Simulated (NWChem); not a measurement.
# silicon monoxide (SiO, singlet); SMILES O=[Si]

All runs: NWChem. Low-valent species are run as closed-shell singlets; no triplet was tried in these runs. Each level has its own optimisation. Entropies are gas-phase, rigid-rotor, harmonic values for NWChem's default masses at 298.15 K and 1 bar, so the errors hold that model's part too (torsions, anharmonicity).

Measured entropy at 1 bar: 50.6 cal/(mol K) (CRC Handbook, as tabulated in the package chemicals).

```
level                     entropy at 1 bar (cal/(mol K))  computed − measured
------------------------  ------------------------------  -------------------
Hartree-Fock/3-21G                                  50.6                  0.0
Hartree-Fock/pcseg-1                                50.5                 -0.1
Hartree-Fock/aug-pcseg-1                            50.5                 -0.1
Hartree-Fock/pcseg-2                                50.4                 -0.2
Hartree-Fock/def2-TZVPP                             50.4                 -0.2
```
